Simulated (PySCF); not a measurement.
Stepwise substitution at one centre (B F-H). All species are isolated molecules in the gas phase. Strings in code marks are SMILES.

The T1 excitation (TDA) from two functionals at the same geometries (B3LYP-D3(BJ)/def2-TZVP), both in PySCF: PBE-D3(BJ)/def2-TZVP and B3LYP-D3(BJ)/def2-TZVP. B3LYP has the VWN-RPA correlation part, as in Gaussian. Excitations are Tamm–Dancoff values on a coarser integration grid. The basis has no diffuse functions, so Rydberg states are missing or too high.

| species | B3LYP-D3(BJ)/def2-TZVP (eV) |
|---|---|
| 0 of 3 F replaced by H | 10.23 |
| 1 of 3 F replaced by H (`FBF`) | 7.63 |
| 2 of 3 F replaced by H | 5.45 |

**Question.** What does PBE-D3(BJ)/def2-TZVP give for each?

**Answer.** 
- 0 of 3 F replaced by H: 9.44
- 1 of 3 F replaced by H (`FBF`): 7.18
- 2 of 3 F replaced by H: 5.07
Over these rows, drawn at random from the members with no instability flagged (it was tested for open shells, ions and some series alone), PBE minus B3LYP-D3(BJ): mean -0.54 eV, from -0.79 eV to -0.38 eV.
